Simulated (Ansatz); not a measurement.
Reaction (SMILES): C#C (C2H2) → C2H2+ (doublet, bonded as C#C) + e-
B3LYP-D3(BJ)/def2-TZVP geometries, fixed; electronic energies without zero-point terms.

Core correlation in the adiabatic ionisation energy at CCSD(T) with Ansatz (an electronic-structure program), in eV: frozen core against all electrons. Core-valence sets carry the plain set on hydrogen. Open shells are unrestricted.

| basis | functions, most | frozen core |
|---|---|---|
| cc-pVDZ | 38 | 10.981 |
| cc-pCVDZ | 46 | 11.002 |
| cc-pVTZ | 88 | 11.278 |
| cc-pCVTZ | 114 | 11.283 |
| cc-pwCVTZ | 114 | 11.287 |
| cc-pVQZ | 170 | 11.355 |

Task: How large is the core term in each set?

Result: The largest core-valence set, cc-pwCVTZ, gives a core term of 0.026 eV; the valence set cc-pVQZ, which lacks functions for the core, gives 0.029. By row: cc-pVDZ 0.009, cc-pCVDZ 0.009, cc-pVTZ 0.036, cc-pCVTZ 0.022, cc-pwCVTZ 0.026, cc-pVQZ 0.029.
